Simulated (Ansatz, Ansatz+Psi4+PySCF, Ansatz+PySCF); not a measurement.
```xyz
5

C     0.0000    0.0000   -0.8146
N     0.0000    0.0000   -1.9832
C     0.0000    0.0000    0.5637
H     0.0000   -0.9525    1.1170
H     0.0000    0.9525    1.1170
```

Basis set: cc-pVTZ (spherical functions). Correlated methods keep 3 orbitals frozen. Correlation on ROHF uses semicanonical orbitals with singles. Charge 0, multiplicity 2.

Computed with Ansatz (development build ahead of 0.2.0); each method stands on the lowest determinant of its kind that the runs found.

Give the atomization energy at this shape (free ground-state atoms in the same class of orbitals less the molecule, no zero-point energy) of doublet C2H2N by ROHF-CCSD(T), ROHF-MP2, UHF-MP2.

```
      method  atomization energy
ROHF-CCSD(T)            21.44 eV
    ROHF-MP2            22.11 eV
     UHF-MP2            21.63 eV
```

Caution for ROHF-MP2, UHF-MP2: forces differ strongly between restricted and unrestricted references. Caution for UHF-MP2: the unrestricted determinant is spin contaminated.
